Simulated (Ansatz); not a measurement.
```yaml
crystal:
  periodic: [false, false, false]
  atoms:
    - {symbol: C, position_ang: [-0.072347, -1.421709, 0.361882]}
    - {symbol: C, position_ang: [0.326307, -0.141975, 0.347943]}
    - {symbol: F, position_ang: [1.235874, 0.316138, 1.296722]}
    - {symbol: C, position_ang: [-0.057621, 1.029198, -0.450479]}
    - {symbol: F, position_ang: [-0.879444, 0.610781, -1.468865]}
    - {symbol: F, position_ang: [-0.724484, 1.942050, 0.215883]}
    - {symbol: H, position_ang: [-0.753990, -1.636979, -0.392008]}
    - {symbol: H, position_ang: [0.279368, -2.108665, 1.024713]}
    - {symbol: H, position_ang: [0.798312, 1.466915, -0.963820]}
basis:
  gaussian: {orbitals: "6-31G*", point_charges: [{charge: -1.00, position_ang: [5.708, -0.578, 0.231]}]}
magnetization: {spin_polarized: true, initial_magnetization: 1}
hamiltonian: {xc: {name: HSE06}, dispersion: d3bjatm}
accuracy: high
output: {forces: true}
```

```sh
$ ansatz run in.yaml --threads 4 --pin off --events-out ev --progress --plain --max-ram 10444MiB
```

Output, abridged:

```
Error: a molecule whose nuclei and cores have a total charge of 48 cannot have a net charge of 0 together with 1 unpaired electrons
```

Problem. What is wrong with this run?

Solution. The number of unpaired electrons doesn't fit the electron count. The input was rejected before any iteration.

HSE06 is defined as in plane-wave codes.
